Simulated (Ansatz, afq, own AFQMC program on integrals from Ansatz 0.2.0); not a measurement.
SiNH4, doublet: AFQMC among the cluster methods

```tsv
atom	x (Å)	y (Å)	z (Å)
Si	-0.0906	0.0000	0.5953
N	0.1128	0.0000	-1.1178
H	0.5792	-1.2268	1.1210
H	0.5792	1.2268	1.1210
H	-0.0998	-0.8301	-1.6484
H	-0.0998	0.8301	-1.6484
```

Connectivity, by distances: SiH2–NH2.

Basis 6-31G. Noble-gas cores (and the filled d shells of Ga–Kr and In–Xe) are frozen. Integrals, coupled cluster, full CI and functionals: Ansatz 0.2.0; the random walks run on the same integrals in our own AFQMC program. ph-AFQMC/CISD is guided by a CISD state made of CCSD amplitudes; releasing the constraint for a short imaginary time cuts its bias at the price of noise, slowly where states lie close. Free AFQMC starts from the CCSD state and is never constrained. Its projection time is finite, and what remains of the start isn't in its error. ± is one standard error of the sampling.

Determinant: UHF, the one that the program's search chose, which needn't be the lowest solution. The geometry is a point of a scan.

No full CI on the walks' own integrals is used here; CCSDT(Q) serves as the reference and is uncertain by about the last step of the cluster series.

```
T1 diagnostic                               : 0.0161
weight of the determinant in the CISD state : 0.911
⟨S²⟩ of the determinant                     : 0.754
size of the correlated space                : 13 electrons in 24 orbitals
```

| level | correlation energy (eV) |
| --- | --- |
| MP2 | -4.2783 |
| CCSD | -4.9037 |
| CCSD(T) | -4.9874 |

**Question.** Estimate where AFQMC with the constraint released lies against CCSD(T) on the same integrals.

**Answer.** 0.64 ± 0.42 mEh below CCSD(T). The gap is under twice the noise, so this walk alone can't tell the two apart.

Reference: CCSDT(Q), correlation energy -5.011 eV. The released energy is read at 2.40 1/Eh (meV from the phaseless value at times in 1/Eh: 9 ± 9 at 0.24, -1 ± 9 at 0.51, 2 ± 9 at 0.99, 11 ± 9 at 1.62, 11 ± 12 at 2.40).

```csv
level,E − E(reference) (mEh),share of correlation (%)
CCSD(T),0.88,99.52
CCSDT,0.43,99.77
ph-AFQMC/HF,-0.02 ± 1.99,100.01
ph-AFQMC/CISD,-0.15 ± 0.42,100.08
released AFQMC,0.24 ± 0.42,99.87
free AFQMC,-0.16 ± 0.42,100.09
```

Free projections are given only where their last times agree within the noise and don't stop above the reference; a slow remainder of the start can still hide under it. A walk keeps the symmetry of its determinant, which the program's search chose and which needn't be the lowest solution, so a lower state of the same spin and another symmetry isn't excluded. Released energies are given only where the last usable release times agree within the noise; a slower fall can still hide under it.
